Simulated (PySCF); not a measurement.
Dipole moment and polarisability across levels of theory

Compound: HCN.
Z-matrix (Å and degrees, PBE0-D3(BJ)/def2-SVP geometry), rows numbered from 1:
```
C 
N   1  1.1537
H   1  1.0794  2  179.99
```

PySCF, dipoles from the SCF density, polarisabilities from static response with core orbitals frozen. Geometry: PBE0-D3(BJ)/def2-SVP; no solvent, vibrations or thermal averaging.

Reference dipole: 2.980 D (measured, gas; NIST CCCBDB Release 22 (SRD 101), experimental dipoles). Reference dipole: 3.006 D (computed, CCSD(T)/CBS, all electrons, equilibrium geometry, gas; Hait, Head-Gordon, J. Chem. Theory Comput. 14 (2018) 1969). Reference polarisability: 2.593 Å³ (measured, gas; NIST CCCBDB Release 22 (SRD 101), experimental polarizabilities). Reference polarisability: 2.472 Å³ (computed, CCSD(T)/CBS, static electronic, isotropic average, equilibrium geometry, gas; Hait, Head-Gordon, Phys. Chem. Chem. Phys. 20 (2018) 19800). Errors are taken against the first value of each kind. The anisotropy is √(½[(α1 − α2)² + (α2 − α3)² + (α3 − α1)²]).

| level | μ (D) | error (%) | α (Å³) | error (%) | anisotropy (Å³) |
| --- | --- | --- | --- | --- | --- |
| LDA/def2-SVPD | 3.026 | +1.5 | 2.49 | -4.1 | 1.31 |
| PBE/def2-SVPD | 2.949 | -1.0 | 2.47 | -4.8 | 1.33 |
| B3LYP/def2-SVPD | 3.049 | +2.3 | 2.44 | -5.8 | 1.32 |
| PBE0/def2-SVPD | 3.050 | +2.4 | 2.42 | -6.9 | 1.31 |
| BHandHLYP/def2-SVPD | 3.157 | +5.9 | 2.39 | -7.7 | 1.31 |
| CAM-B3LYP/def2-SVPD | 3.106 | +4.2 | 2.43 | -6.3 | 1.32 |
| wB97X-D/def2-SVPD | 3.106 | +4.2 | 2.46 | -5.3 | 1.29 |
| LC-wPBE/def2-SVPD | 3.110 | +4.4 | 2.39 | -8.0 | 1.29 |
| HF/def2-SVPD | 3.310 | +11.1 | 2.38 | -8.3 | 1.32 |
| PBE0/6-31G* | 2.945 | -1.2 | 1.75 | -32.6 | 1.81 |
| PBE0/def2-SVP | 2.901 | -2.7 | 1.80 | -30.5 | 1.70 |
| PBE0/6-31+G* | 3.095 | +3.9 | 2.10 | -19.0 | 1.84 |
| PBE0/aug-cc-pVDZ | 3.053 | +2.4 | 2.49 | -4.0 | 1.35 |
| PBE0/def2-TZVP | 3.046 | +2.2 | 2.23 | -14.0 | 1.56 |
| PBE0/def2-TZVPD | 3.055 | +2.5 | 2.52 | -2.9 | 1.29 |
| PBE0/aug-cc-pVTZ | 3.058 | +2.6 | 2.53 | -2.3 | 1.29 |

For the dipole, the smallest error is 1.0% (PBE/def2-SVPD) and the largest 11.1% (HF/def2-SVPD). For the polarisability, the smallest error is 2.3% (PBE0/aug-cc-pVTZ) and the largest 32.6% (PBE0/6-31G*). The dipole runs from 2.90 D (PBE0/def2-SVP) to 3.31 D (HF/def2-SVPD). In one basis (def2-SVPD) the functionals order the polarisability from HF (lowest) to LDA (highest), a spread of 5%. With PBE0 the polarisability is 1.93 Å³ without diffuse functions (mean of 6-31G*, def2-SVP and def2-TZVP) and 2.41 Å³ with them (mean of 6-31+G*, def2-SVPD, aug-cc-pVDZ, def2-TZVPD and aug-cc-pVTZ). Measured values can belong to vibrating molecules; the computed ones are for one fixed geometry.
